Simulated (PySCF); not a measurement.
A structure optimised at ωB97X-D3(BJ)/def2-SVP, used in a PySCF frequency run:

```
Si
Cl 1 2.0293
Cl 1 2.0293 2 109.47
Cl 1 2.0293 2 109.47 3 -120.00
Cl 1 2.0293 2 109.47 3 120.00
```
Charge 0, spin multiplicity 1.

Write its SMILES, formula and point group.

Cl[Si](Cl)(Cl)Cl, Cl₄Si, Td

What are its rotational constants (standard atomic weights)?

1.2982, 1.2982, 1.2982 GHz
